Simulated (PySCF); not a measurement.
How methods differ on the ionisation energy of Si

Si [Ne] 3s2 3p2 (3P) → Si+ [Ne] 3s2 3p1 (2P), as a difference of total energies. Computed with PySCF 2.14 in dyall-av2z (13s9p2d, 50 functions), with the non-relativistic Hamiltonian (point nucleus). Correlated levels: valence: [Ne] frozen; virtual orbitals above 40 to 60 times the deepest correlated orbital energy dropped. The calculations carry no spin-orbit coupling.

| method | ionisation energy (eV) |
| --- | --- |
| UHF | 7.649 |
| MP2 (valence) | 7.968 |
| SCS-MP2 (valence) | 7.887 |
| CCSD (valence) | 7.996 |
| CCSD(T) (valence) | 8.014 |
| CCSDT (valence) | 8.018 |

Problem. How much does correlation contribute at CCSD(T) (valence)?

Solution. 8.014 − (7.649) = 0.365 eV, measured against UHF.

Errors of the correlated levels include the incompleteness of this basis and the frozen core.

For comparison: 8.157 eV (measured; NIST levels, between the centres of gravity of the two terms).
